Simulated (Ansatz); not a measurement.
Molecular dynamics of CH4AlCl

input.yaml

```yaml
crystal:
  periodic: [false, false, false]
  atoms:
    - { symbol: Al, position_ang: [-0.014789, 0.000907, 0.010614] }
    - { symbol: H, position_ang: [0.108931, -0.002114, 1.588241] }
    - { symbol: Cl, position_ang: [1.844225, -5.0e-06, -1.062762] }
    - { symbol: C, position_ang: [-1.686382, 0.001949, -1.003428] }
    - { symbol: H, position_ang: [-2.27117, -0.909306, -0.782151] }
    - { symbol: H, position_ang: [-2.317758, 0.860025, -0.710354] }
    - { symbol: H, position_ang: [-1.518557, 0.048544, -2.09086] }
basis:
  gaussian: { orbitals: cc-pVDZ }
hamiltonian:
  xc: b3lyp
  dispersion: d4
md:
  timestep: 0.5
  n_steps: 500
  ensemble: nvt_langevin
  temperature: 300.0
  initial_velocities: maxwell_boltzmann
  seed: 951982
  friction: 0.01
  masses: [{ species: H, mass: 3.016 }]
```

Run as:

```bash
$ ansatz run input.yaml --threads 1 --pin off --max-ram 2048MiB --backend cpu --events-out ev --progress --plain --runs-dir out
```

It starts from a relaxed structure.

Output, in part (step lines, the closing report, with atoms numbered from 0):

```
md step     0: t =     0.00 fs  T =   257.1 K  F+E_penalty+E_count = -20224.98941593 eV  E_kin = 0.232668 eV  (24 SCF iters)
md step     1: t =     0.50 fs  T =   244.4 K  F+E_penalty+E_count = -20224.98814192 eV  E_kin = 0.221161 eV  (22 SCF iters)
md step     2: t =     1.00 fs  T =   232.4 K  F+E_penalty+E_count = -20224.98440997 eV  E_kin = 0.210244 eV  (22 SCF iters)
md step     3: t =     1.50 fs  T =   226.9 K  F+E_penalty+E_count = -20224.97876795 eV  E_kin = 0.205288 eV  (22 SCF iters)
md step     4: t =     2.00 fs  T =   227.1 K  F+E_penalty+E_count = -20224.97179382 eV  E_kin = 0.205440 eV  (22 SCF iters)
md step     5: t =     2.50 fs  T =   224.9 K  F+E_penalty+E_count = -20224.96400894 eV  E_kin = 0.203537 eV  (22 SCF iters)
md step     6: t =     3.00 fs  T =   230.9 K  F+E_penalty+E_count = -20224.95568860 eV  E_kin = 0.208943 eV  (22 SCF iters)
md step     7: t =     3.50 fs  T =   221.8 K  F+E_penalty+E_count = -20224.94710672 eV  E_kin = 0.200656 eV  (22 SCF iters)
[... lines left out ...]
md step   497: t =   248.50 fs  T =   393.6 K  F+E_penalty+E_count = -20224.86828678 eV  E_kin = 0.356109 eV  (21 SCF iters)
md step   498: t =   249.00 fs  T =   389.4 K  F+E_penalty+E_count = -20224.86225525 eV  E_kin = 0.352376 eV  (22 SCF iters)
md step   499: t =   249.50 fs  T =   377.5 K  F+E_penalty+E_count = -20224.85425489 eV  E_kin = 0.341580 eV  (23 SCF iters)
md step   500: t =   250.00 fs  T =   356.1 K  F+E_penalty+E_count = -20224.84549658 eV  E_kin = 0.322245 eV  (25 SCF iters)
Total energy: -20224.84573776 eV, -743.2493719697 hartree
Atom 0 at    -0.091398    -0.082026    -0.179721 Å, force    -0.905615    -0.193182    -0.148671 eV/Å
Atom 1 at     0.271222    -0.589144     1.240548 Å, force     0.391278    -0.119955     0.355052 eV/Å
Atom 2 at     1.361112     0.737239    -1.487907 Å, force     0.271133     0.075897    -0.156192 eV/Å
Atom 3 at    -1.991690     0.048674    -0.673808 Å, force     0.367924    -0.067367    -1.259336 eV/Å
Atom 4 at    -2.172674     1.104929    -0.417310 Å, force    -0.314257     0.322872    -0.321969 eV/Å
Atom 5 at    -2.302215    -0.171439    -1.740586 Å, force     0.502005     0.567884     0.746050 eV/Å
Atom 6 at    -2.687529    -0.514419    -0.074860 Å, force    -0.312468    -0.586149     0.785065 eV/Å
Dipole moment:    -0.288063    -0.113229     0.122203 e Å
```

The steps, from the saved trajectory:

```
time (fs)  T (K)  potential energy less start (eV)
        0    257                             0.000
        8    207                             0.070
       16    183                             0.151
       24    162                             0.115
       32    168                             0.064
       40    286                             0.080
       48    174                             0.142
       56    224                             0.167
       64    256                             0.098
       72    149                             0.171
       80    167                             0.119
       88    246                             0.093
       96    159                             0.152
      104    234                             0.089
      112    269                             0.087
      120    229                             0.115
      128    204                             0.170
      136    301                             0.130
      144    293                             0.124
      152    358                             0.110
      160    433                             0.094
      168    367                             0.165
      176    357                             0.191
      184    342                             0.228
      192    415                             0.161
      200    377                             0.218
      208    420                             0.176
      216    308                             0.220
      224    407                             0.187
      232    380                             0.185
      240    392                             0.176
      248    399                             0.119
```

The run went to its last step. The mean temperature of the second half is 19 % above the set value. A run of 0.25 ps of so small a system gives no equilibrium averages.

The same pairs are bonded in the first frame and the last. Pairs count as bonded within 1.25 times the sum of covalent radii (0.12 Å more for H–H).

Last frame:

```xyz
7
Properties=species:S:1:pos:R:3
Al -0.091 -0.082 -0.180
H 0.271 -0.589 1.240
Cl 1.361 0.737 -1.488
C -1.992 0.049 -0.674
H -2.173 1.105 -0.417
H -2.302 -0.171 -1.741
H -2.688 -0.514 -0.075
```

Run time: 21 min on 1 thread of Arm Neoverse V1, on a shared host, peak memory 0.13 GiB.
